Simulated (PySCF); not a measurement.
# H₄BrO+, a complex of two parts: interaction energy

The task here is to estimate one member of a computed series from the others.

Computed with PySCF 2.14.0; each step states its level. No surroundings beyond the atoms listed, unless a continuum is named. Atoms count from 0, parts from 1.

## Starting point

6 atoms, charge 1, multiplicity 1; geometry: GFN2-xTB. Parts: 1 = atoms 0–1, `Br`, charge 0; 2 = atoms 2–5, `[OH3+]`, charge 1.

Set-up of the first run:

What the job is given:

```
{"job": {"xc": "PBE0", "basis": "def2-SVPD", "d3": "d3bj", "grid": 2, "kind": "geom", "shake": 0.01}, "charge": 1, "multiplicity": 1, "parts": [{"atoms": "0-1", "charge": 0, "multiplicity": 1}, {"atoms": "2-5", "charge": 1, "multiplicity": 1}]}
Br     0.649189     0.117508     0.418056
H     -0.576591     0.205525    -0.267298
O      3.827822     0.424910     0.364884
H      2.903740     0.402047     0.142091
H      4.142676    -0.459072     0.675995
H      4.014411     1.121450     1.046752
```

On the command line:

```bash
OMP_NUM_THREADS=1 python cluster_run.py task.json out
```

This one command runs all jobs of the session in turn.

Among the steps run: Geometry optimisation at PBE0-D3(BJ)/def2-SVPD; Coupled-cluster interaction energy: CCSD(T) and MP2.

One of the session's tables, all rows but one given; the rest of the session is left out.

It belongs to the step «Coupled-cluster interaction energy: CCSD(T) and MP2». 

| method | interaction energy (kcal/mol) |
| --- | --- |
| HF/aug-cc-pVDZ | ? |
| MP2/aug-cc-pVDZ | -16.14 |
| CCSD/aug-cc-pVDZ | -15.14 |
| CCSD(T)/aug-cc-pVDZ | -15.71 |
| HF/aug-cc-pVTZ | -13.10 |
| MP2/aug-cc-pVTZ | -17.62 |
| SCS-MP2/aug-cc-pVTZ | -16.46 |
| MP2, extrapolated | -18.00 |
| CCSD(T), limit estimate | -17.57 |

Estimate the missing values for HF/aug-cc-pVDZ.

**Answer.** interaction energy (kcal/mol): -12.50. In the column «interaction energy (kcal/mol)» it is the highest.

To keep in mind: The interaction energy leaves out the deformation of the parts, 2.40 kcal/mol (MP2); added to the CCSD(T) estimate it gives a binding of about -15.17 kcal/mol.
